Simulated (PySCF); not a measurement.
# Which determinant of LiO⁺ lies lowest?

Unrestricted PBE0; basis Li x2c-SVPall, O x2c-SVPall; spin-free X2C with a Gaussian nucleus; PySCF 2.14. Outer shells of the fragments: Li+ closed shells only; O 2s2 2p4.

Followed along the bond (rough minima from three points):

| 2Ms+1 | unpaired | ⟨S²⟩ at the start | R at minimum (Å) | Te (eV) |
| --- | --- | --- | --- | --- |
| 3 | π ↑↑ | 2.00 | 2.10 | 0.00 |
| 3 | σ ↑, π ↑ | 2.00 | 2.31 | 0.52 |
| 1 | π ↑↓ | 1.00 | 2.10 | 0.79 |
| 1 | σ ↓, π ↑ | 1.00 | 2.33 | 1.30 |

Solutions found at the starting distance of 1.985 Å, counted from the lowest of them; the search is not exhaustive and high or unbound solutions are not listed, so other states can lie among these:

```csv
2Ms+1,unpaired,term,E (eV),⟨S²⟩,⟨Lz²⟩,μ (D)
3,π ↑↑,³Σ⁻,0.00,2.00,0.00,-5.98
3,"σ ↑, π ↑",³Π,0.56,2.00,1.00,-5.95
1,π ↑↓,mixed,0.79,1.00,2.00,-5.98
1,"σ ↓, π ↑",mixed,1.34,1.00,1.00,-5.97
1,none,mixed,3.06,0.00,2.00,-5.96
```

A term symbol is given only where ⟨S²⟩ and ⟨Lz²⟩ are close to those of a pure state; real π, δ and φ orbitals otherwise mix terms. A positive dipole points towards O; it is taken about the centre of mass and depends on that origin.
